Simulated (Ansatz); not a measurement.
## CH3MgO, SMILES C[O][Mg]: vertical spin-state energies, step by step

Computed with the Ansatz DFT code, driven from Python.

At the Python prompt:
```pycon
>>> import ansatz as az
>>> from ase import Atoms
>>> config = {
...     "basis": "aug-cc-pVDZ",
...     "functional": "pbe0",
... }
>>> atoms = Atoms(["C", "O", "Mg", "H", "H", "H"], positions=[
...     (0.5093, -0.1778, 0.0392),
...     (-0.306, 0.9299, -0.4479),
...     (-2.2287, 0.4112, -0.0745),
...     (0.2469, -1.0508, -0.5106),
...     (1.5381, 0.0685, -0.166),
...     (0.2824, -0.2451, 1.1136),
... ])
>>> ch3mgo = az.Crystal.molecule_from_ase(atoms)
>>> job = (
...     ch3mgo.calculation()
...     .basis(gaussian=config["basis"])
...     .functional(config["functional"])
...     .scf(lower_state_search="light")
... )
>>> found = {}
>>> for unpaired in [1, 3, 5]:
...     data = job.spin("collinear", total=unpaired).run(threads=1, pin="off").report
...     s = unpaired / 2
...     found[unpaired] = data["free_energy_ev"]
...     print(f"2S+1 = {unpaired + 1}: E = {found[unpaired]:.5f} eV, <S^2> = {abs(data['mean_field']['state']['spin_squared']):.3f} (pure state {s * (s + 1):.2f})")
...
2S+1 = 2: E = -8570.64308 eV, <S^2> = 0.752 (pure state 0.75)
2S+1 = 4: E = -8566.54219 eV, <S^2> = 3.754 (pure state 3.75)
2S+1 = 6: E = -8558.30951 eV, <S^2> = 8.757 (pure state 8.75)
>>> lowest = min(found, key=found.get)
>>> for unpaired, e in found.items():
...     print(f"multiplicity {unpaired + 1}: {(e - found[lowest]):.3f} eV above the lowest")
...
multiplicity 2: 0.000 eV above the lowest
multiplicity 4: 4.101 eV above the lowest
multiplicity 6: 12.334 eV above the lowest
```

In order: multiplicity 2 (+0.00 eV), multiplicity 4 (+4.10 eV) and multiplicity 6 (+12.33 eV), all at the one geometry.

What to keep in mind:
- The settings weren't tested for convergence.
- The geometry is a force-field or estimated start, not a minimum of this method, and the basis set is short of its limit. All parts are taken at fixed geometry, without zero-point energy.
- The species is open-shell (spin multiplicity 2).
- The whole script took 57 s on 1 thread of Arm Neoverse V1 (shared host), peak memory 0.4 GiB.

(Lines on the test bed's own set-up are left out of the output.)
